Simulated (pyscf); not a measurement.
This saddle point was located with ωB97X-D3(BJ)/def2-SVP in PySCF.

```xyz
14

N      0.0718     1.5158    -1.3711
Sn    -0.6371     0.3639     0.3054
N     -1.0329    -1.3835    -0.6480
N     -2.3172     1.1806     1.1025
N      0.5666     0.1367     1.9331
H      0.3304     2.4485    -1.0308
H      0.9576     1.1007    -1.6820
H     -1.5862    -2.0482    -0.1105
H     -1.4736    -1.2618    -1.5583
H     -3.0700     1.3267     0.4324
H     -2.1632     2.0576     1.5968
H      1.3748    -0.4609     1.7696
H      0.0616    -0.2285     2.7406
H     -0.4187     1.9230    -2.6882
```
Charge 0, spin multiplicity 2.

Surface: doublet, charge 0. Lowest wavenumbers (cm⁻¹): 1365i, 89, 106, 122, 135.

### Question
What reaction is this the transition state of?

### Answer
H₂N–Sn(NH₂)(NH₂)–NH₂ (SMILES [NH2][Sn]([NH2])([NH2])[NH2]) + H• (SMILES [H]) ⇌ NH₃ (SMILES N) + H₂N–Sn•(NH₂)–NH₂ (SMILES [NH2][Sn]([NH2])[NH2]), a substitution at N read from left to right: N–Sn broken and H–N formed. At ωB97M-D3(BJ)/def2-TZVP it lies +0.23 eV from the left side and +1.91 eV from the right (each side as separated species at their lowest minima found). On the product side the descent ends in a complex (not fully relaxed), 0.27 eV under the separated species and 2.08 eV under the saddle at ωB97X-D3(BJ)/def2-TZVP. At ωB97X-D3(BJ)/def2-TZVP the barrier from the zero used here is 0.32 eV. One saddle was located; it need not be the lowest between these sides. The angle at the attacked N is 138°. Elements past Kr carry the def2 core potentials, without spin-orbit coupling.
